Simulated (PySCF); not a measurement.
Compound: 3-methoxy-1-propanol, C₄H₁₀O₂.
Atom-mapped SMILES: `[CH3:1][O:2][CH2:3][CH2:4][CH2:5][OH:6]` (hydrogens: H7, H8, H9 on C1; H10, H11 on C3; H12, H13 on C4; H14, H15 on C5; H16 on O6)

Method: core-valence-separated Tamm–Dancoff BHandHLYP/aug-pcX-1 (pcseg-1 on H) in PySCF, non-relativistic, gas phase, PBE0-D3(BJ)/def2-SVP geometry.

Computed carbon K-edge spectrum, Gaussian lines of 0.3 eV full width, highest printed point 100; it ends one width below the last computed root. Absolute energies from this functional tend to lie a few eV below measured edges; no shift was applied.

(photon energy (eV), absorption): (285.2, 1), (285.3, 3), (285.4, 9), (285.5, 15), (285.6, 13), (285.7, 9), (285.8, 12), (285.9, 19), (286.0, 18), (286.1, 9), (286.2, 3), (286.3, 4), (286.4, 14), (286.5, 35), (286.6, 53), (286.7, 52), (286.8, 37), (286.9, 20), (287.0, 14), (287.1, 23), (287.2, 39), (287.3, 63), (287.4, 91), (287.5, 100), (287.6, 81), (287.7, 57)

Where are the maxima, and which lines make them up?

4 maxima:
- 285.5 eV: C4 (chain CH2 carbon), 285.53 eV, f = 0.018, 99 % of the height at the exact maximum
- 285.9 eV: C4 (chain CH2 carbon), 285.94 eV, f = 0.023, 100 % of the height at the exact maximum
- 286.6 eV: C5 (carbinol carbon (C–OH)), 286.62 eV, f = 0.025, 37 % of the height at the exact maximum; C1 (methoxy carbon), 286.59 eV, f = 0.022, 30 % of the height at the exact maximum; C3 (sp3 carbon bound to oxygen), 286.77 eV, f = 0.028, 27 % of the height at the exact maximum
- 287.5 eV: C1 (methoxy carbon), 287.51 eV, f = 0.036, 29 % of the height at the exact maximum; C3 (sp3 carbon bound to oxygen), 287.44 eV, f = 0.033, 27 % of the height at the exact maximum; C1 (methoxy carbon), 287.44 eV, f = 0.031, 25 % of the height at the exact maximum

Further lines of some strength in the range: C4, 286.53 eV, f = 0.006; C5, 287.17 eV, f = 0.022; C1, 287.29 eV, f = 0.013; C4, 287.51 eV, f = 0.006; C5, 287.65 eV, f = 0.018.

Roots within 0.03 eV on the same or equivalent atoms count as one line; shares under 12 % aren't listed.

Vibrational structure and lifetime widths aren't in the curve. The ionisation threshold wasn't computed; near and above it a finite basis only mimics Rydberg series and continuum.

Rough CPU time on one thread of a shared machine: about 40 s.

Shape of the structure used: `[CH3:1][O:2][CH2:3][CH2:4][CH2:5][OH:6]`: C1–O2–C3–C4 -178°, O2–C3–C4–C5 62°, C3–C4–C5–O6 178°, H–O6–C5–C4 65°.

One conformer stands for the species.
